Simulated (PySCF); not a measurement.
Ethynylaluminium, C₂HAl (singlet state).
SMILES with atom numbers: `[CH:1]#[C:2][Al:3]` (hydrogens: H4 on C1)
Bond orders are those of one Lewis drawing.

Method: PBE0-D3(BJ)/def2-TZVP geometry optimisation, gas phase (PySCF); density fitting, grid level 2; the optimiser is geomeTRIC in internal coordinates, started from a GFN2-xTB structure with every atom displaced at random (about 0.01 Å).

Geometry at step 0:
```
atom  x, y, z in Å
C1     -0.7945   -0.0686   -0.0490
C2      0.3675    0.0187   -0.3090
Al3     2.2793    0.1226   -0.7093
H4     -1.8143   -0.0981    0.1626
```

Task: What forces act on the atoms?

Result: 
| atom | Fx (eV/Å) | Fy (eV/Å) | Fz (eV/Å) |
| --- | --- | --- | --- |
| C1 | -1.190 | 0.009 | 0.231 |
| C2 | 2.075 | 0.090 | -0.439 |
| Al3 | 0.147 | 0.009 | -0.032 |
| H4 | -1.031 | -0.107 | 0.240 |

The largest, 2.12 eV/Å, acts on C2; the rms over all components is 0.771 eV/Å. The forces sum to zero within rounding, as they must for an isolated molecule in no field.

Task: Give the force on C2 in Eh/bohr and in nN.

Result: 2.122 eV/Å ÷ 51.422 = 0.04128 Eh/bohr, and 2.122 eV/Å × 1.602 = 3.40 nN.

Task: How far is this geometry from the end of the optimisation?

Result: 0.040 eV above it, and 0.025 Å rms away after alignment. The bonds farthest from their final lengths, with half the difference of the two atoms' forces along the bond (positive lengthens):

```csv
bond,now (Å),final (Å),force along bond (eV/Å)
C1–H4,1.042,1.067,-0.08
C1≡C2,1.194,1.216,+1.66
C2–Al3,1.956,1.968,-0.99
```

The angle farthest from its final value is C2–C1–H4, 177.3° against 179.8°.

Of the 3 listed bonds off by 0.010 Å or more, this force points towards the final length in 1.

The cost below is that of the whole optimisation. On one thread of an Arm Neoverse V1, on a shared host, this took 8.3 s and 0.40 GiB of memory at its peak.
